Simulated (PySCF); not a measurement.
AlC, doublet: the ladder up to full CI

Geometry: a point of a stretch scan, not a stationary point.

```json
{"atom": "Al", "x (Å)": "0.0000", "y (Å)": "0.0000", "z (Å)": "0.0000"}
{"atom": "C", "x (Å)": "0.0000", "y (Å)": "0.0000", "z (Å)": "3.1340"}
```

Basis 6-31G; PySCF 2.14.0. Only valence electrons are correlated (noble-gas cores frozen), which leaves 7 electrons in 16 orbitals. Prefix R: restricted or restricted open-shell reference; prefix U: unrestricted.

Full CI is exact within this basis and frozen core; it isn't the basis-set limit. The frozen core follows each run's orbitals, which can shift R against U totals by a few meV.

The UHF ⟨S²⟩ is 1.766, the ⟨S²⟩ of the determinant under UCCSD is 0.769 and the T1 diagnostic (ROHF- or RHF-based CCSD) is 0.0599. The largest doubles amplitude (ROHF- or RHF-based CCSD) is 0.299.

```csv
level,E − E(full CI) (meV),share of correlation (%),wall time
RHF,3480,0.00,–
RMP2,1319,62.09,–
RCCSD,139,96.01,–
RCCSD(T),46,98.68,1.4 s
RCCSDT,18,99.48,8.3 s
```

The correlation energy at full CI, counted from RHF, is -3.480 eV. The search over symmetries took 43 s on 1 thread of Intel Xeon, shared host; the state has 254,800 determinants.

Run but not shown, since their state, orbitals or frozen core can't be matched to the reference's or they repeat it: UHF, UMP2, UCCSD, UCCSD(T), UCCSDT.

Times are those of the correlated step on a shared host, with one SCF added for the restricted CCSD run; they ran on 1 thread of Intel Xeon.

The full-CI state has the irrep B1 of C2v, in the program's axes (one component, if the state is degenerate).

Natural occupations of full CI about the gap: 1.946 1.905 1.654 0.986 0.275 0.090 0.057 0.050 0.010 0.008; effectively unpaired electrons, Σ n²(2−n)², 1.65.
